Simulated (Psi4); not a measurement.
**C4H11N (isobutylamine) at B3LYP/6-31G(d) (spherical functions)**

What is the vertical ionisation energy of C4H11N (isobutylamine) at B3LYP/6-31G* (spherical functions)? 

The results are computed with Psi4 1.11.

2 further runs of the same task are left out: 2 set aside as unsound or not needed.

### 1 The molecule

The species is C4H11N (16 atoms), meant as a singlet with charge 0. SMILES: `CC(C)CN`. Geometry: relaxed at PBE0-D4/def2-TZVP. This is one conformer, not always the lowest.

Bond lengths: C1–C2 1.521 Å, C2–C3 1.521 Å, C2–C4 1.534 Å, C4–N5 1.451 Å, C1–H6 1.094 Å, C1–H7 1.095 Å, C1–H8 1.093 Å, C2–H9 1.098 Å, C3–H10 1.094 Å, C3–H11 1.093 Å, C3–H12 1.095 Å, C4–H13 1.095 Å, C4–H14 1.095 Å, N5–H15 1.012 Å, N5–H16 1.012 Å. Some angles: C1–C2–C3 111.1°, C1–C2–C4 111.8°, C3–C2–C4 111.8°, C2–C4–N5 117.5°, C1–C2–H9 107.9°, C3–C2–H9 107.9°, C4–C2–H9 106.0°, C2–C1–H6 111.5°, C2–C1–H7 111.2°, C2–C1–H8 111.2°.

### 2 Energy and forces at B3LYP/6-31G(d) (spherical functions)

Input file job.json:

```json
{
  "schema_name": "qcschema_input",
  "schema_version": 1,
  "molecule": {
    "schema_name": "qcschema_molecule",
    "schema_version": 2,
    "symbols": ["C", "C", "C", "C", "N", "H", "H", "H", "H", "H", "H", "H", "H", "H", "H", "H"],
    "geometry": [1.02266309, 1.24342089, -2.4680957, 0.77798135, -0.8466351, -0.50905442, -1.70734866, -2.26101951, -0.80695085, 1.13030189, 0.1573386, 2.1879816, -0.68328717, 2.00012392, 3.1022311, 2.8234398, 2.24136636, -2.28826936, -0.4967901, 2.63318218, -2.27279251, 0.90782443, 0.48654779, -4.38584647, 2.32171752, -2.19758141, -0.82206866, -1.87751849, -3.78995913, 0.57309724, -1.87434375, -3.08856838, -2.69138574, -3.32332905, -0.99467624, -0.5554661, 1.11163139, -1.44452555, 3.49903579, 3.0138675, 1.0025753, 2.33957543, -0.68823825, 3.56859661, 2.0085521, -2.45855259, 1.28983257, 3.08945655],
    "molecular_charge": 0,
    "molecular_multiplicity": 1,
    "fix_symmetry": "c1"
  },
  "driver": "gradient",
  "model": {
    "method": "b3lyp",
    "basis": "6-31G*"
  },
  "keywords": {
    "reference": "rks",
    "puream": true,
    "e_convergence": 1e-09,
    "d_convergence": 1e-08,
    "scf_type": "pk",
    "dft_radial_points": 99,
    "dft_spherical_points": 590,
    "scf_properties": ["LOWDIN_CHARGES", "DIPOLE", "MAYER_INDICES"]
  }
}
```

Launch:

```sh
$ psi4 --qcschema job.json -n 1 --memory 1600MB
```

stdout:

```text
[...]
  Running in c1 symmetry.
[...]
  Nuclear repulsion =  195.991460748498099
[...]
  Multiplicity = 1
[...]
  Nalpha       = 21
  Nbeta        = 21
[...]
    Number of basis functions: 92
[...]
   @RKS iter   1:  -213.28971887133559   -2.00269e-01   1.06944e-02 ADIIS/DIIS
[...]
   @RKS iter  11:  -213.79346304869378   -3.47029e-11   6.67295e-09 DIIS
[...]
    Orbital Energies [Eh]
    ---------------------
    Doubly Occupied:
       1A    -14.297609     2A    -10.189741     3A    -10.174515
       4A    -10.163635     5A    -10.163605     6A     -0.878925
       7A     -0.785368     8A     -0.683732     9A     -0.660665
      10A     -0.554342    11A     -0.491951    12A     -0.462769
      13A     -0.443110    14A     -0.414728    15A     -0.404509
      16A     -0.380378    17A     -0.355412    18A     -0.341467
      19A     -0.326147    20A     -0.324215    21A     -0.224491
[...]
  @RKS Final Energy:  -213.79346304869378
   => Energetics <=
    Nuclear Repulsion Energy =            195.9914607484980991
    One-Electron Energy =                -675.0329055313295612
    Two-Electron Energy =                 291.8136753670714825
    DFT Exchange-Correlation Energy =     -26.5656936329337903
    Empirical Dispersion Energy =           0.0000000000000000
    VV10 Nonlocal Energy =                  0.0000000000000000
    Total Energy =                       -213.7934630486938090
[...]
 Multipole Moments:
 ------------------------------------------------------------------------------------
     Multipole            Electronic (a.u.)      Nuclear  (a.u.)        Total (a.u.)
 ------------------------------------------------------------------------------------
 L = 1.  Multiply by 2.5417464519 to convert [e a0] to [Debye]
 Dipole X            :          0.4559161           -0.6081294           -0.1522133
 Dipole Y            :          0.5737081           -0.6881572           -0.1144491
 Dipole Z            :          1.9611514           -2.4514584           -0.4903070
 Magnitude           :                                                    0.5259928
[...]
  -Total Gradient:
     Atom            X                  Y                   Z
    ------   -----------------  -----------------  -----------------
       1       -0.000542164407    -0.003018650760     0.003797187906
       2       -0.003594247033     0.003098452241     0.000621765422
       3        0.003917435099     0.002710696363     0.001080712716
       4       -0.003561342373     0.001751540408    -0.002141844854
       5       -0.000051468943    -0.003668127818    -0.007817591960
       6       -0.002026809827    -0.001407419786     0.000138522509
       7        0.001335419645    -0.001865110681    -0.000079516760
       8       -0.000032091752     0.000517845658     0.002422340537
       9       -0.001531265899     0.001530904347     0.000717322189
      10        0.000566453688     0.001923177470    -0.001437142798
      11        0.000523643300     0.001232116381     0.002080853109
      12        0.002004603212    -0.001005401083    -0.000487565111
[...]
```

Wall time 38 s (1 thread of Intel Xeon 6975P-C (Granite Rapids), shared host); peak memory 0.93 GiB.

### 3 The doublet cation

Input file job.dat:

```
memory 1600 MB

molecule {
  1 2
  C      0.541170     0.657990    -1.306060
  C      0.411690    -0.448020    -0.269380
  C     -0.903490    -1.196480    -0.427020
  C      0.598130     0.083260     1.157830
  N     -0.361580     1.058420     1.641630
  H      1.494100     1.186080    -1.210900
  H     -0.262890     1.393420    -1.202710
  H      0.480400     0.257470    -2.320890
  H      1.228600    -1.162910    -0.435020
  H     -0.993540    -2.005560     0.303270
  H     -0.991860    -1.634400    -1.424220
  H     -1.758630    -0.526360    -0.293940
  H      0.588250    -0.764410     1.851610
  H      1.594870     0.530540     1.238050
  H     -0.364200     1.888420     1.062880
  H     -1.301010     0.682550     1.634870
  symmetry c1
  no_reorient
  no_com
}

set globals {
  reference            uks
  puream               true
  e_convergence        1e-09
  d_convergence        1e-08
  scf_type             pk
  dft_radial_points    99
  dft_spherical_points 590
  maxiter              100
}

E, wfn = gradient("b3lyp/6-31G*", return_wfn=True)
oeprop(wfn, "LOWDIN_CHARGES", "QUADRUPOLE", "MULLIKEN_CHARGES", title="B3LYP")
print_variables()
```

Launch:

```sh
$ psi4 job.dat job.out -n 1
```

job.out, cut to the lines that bear on the results:

```text
[...]
  Running in c1 symmetry.
[...]
  Nuclear repulsion =  195.991460665338536
[...]
  Multiplicity = 2
[...]
  Nalpha       = 21
  Nbeta        = 20
[...]
    Number of basis functions: 92
[...]
   @UKS iter   1:  -213.14355550766180   -5.41054e-02   8.45007e-03 ADIIS/DIIS
[...]
   @UKS iter  15:  -213.46791281312088   -3.78009e-12   9.76628e-09 DIIS
[...]
   @S^2 Observed:                7.537232922E-01
[...]
  @UKS Final Energy:  -213.46791281312088
   => Energetics <=
    Nuclear Repulsion Energy =            195.9914606653385363
    One-Electron Energy =                -665.3332019118392964
    Two-Electron Energy =                 282.1537170224682995
    DFT Exchange-Correlation Energy =     -26.2798885890884080
    Empirical Dispersion Energy =           0.0000000000000000
    VV10 Nonlocal Energy =                  0.0000000000000000
    Total Energy =                       -213.4679128131208756
[...]
  -Total Gradient:
     Atom            X                  Y                   Z
    ------   -----------------  -----------------  -----------------
       1       -0.003766502010    -0.011262818095    -0.004546033976
       2        0.016393396321     0.011152254337     0.050464749033
       3        0.006482048544     0.001891950181    -0.010768996251
       4       -0.021831930390    -0.014458226757    -0.066374370146
       5       -0.007600979185     0.032749092863     0.056609927695
       6       -0.001644976574    -0.000980587587     0.002042207267
       7        0.002001646374    -0.001597115555     0.002660072643
       8       -0.000530738815     0.003202425394     0.000414574287
       9       -0.003892686950    -0.001939706614    -0.010491788287
      10        0.001099483641     0.002553512394     0.000376300384
      11       -0.002736601783     0.000375741308     0.001746591169
      12        0.003102492738    -0.000188436347     0.001984894238
[...]
```

Run time: 62 s. Hardware: 1 thread of Intel Xeon 6975P-C (Granite Rapids), shared host; peak memory 0.93 GiB.

### 4 What came out

At B3LYP/6-31G* (spherical functions):

| quantity | value |
| --- | --- |
| singlet C4H11N: total energy | -213.79346 Eh |
| singlet C4H11N: dipole moment | 1.34 D |
| singlet C4H11N: HOMO energy | -6.11 eV |
| singlet C4H11N: LUMO energy | 1.95 eV |
| singlet C4H11N: HOMO–LUMO gap | 8.06 eV |
| singlet C4H11N: largest force on an atom | 0.444 eV/Å |
| doublet cation: total energy | -213.46791 Eh |
| doublet cation: HOMO energy (highest over α and β) | -14.14 eV |
| doublet cation: LUMO energy (lowest over α and β) | -11.50 eV |
| doublet cation: ⟨S²⟩ | 0.754 |
| doublet cation: largest force on an atom | 3.669 eV/Å |
| vertical ionisation energy (to the doublet cation) | 8.859 eV |

What this shows: Removing an electron at fixed nuclei costs 8.86 eV (204 kcal/mol). The largest force (singlet C4H11N) is 0.44 eV/Å: the shape isn't a stationary point for this species at this level. −ε(HOMO) before ionisation, 6.11 eV, is 2.75 eV below this ionisation energy. Mulliken charges (doublet cation) run from -0.47 on C3 to +0.42 on H16; they depend strongly on the basis.
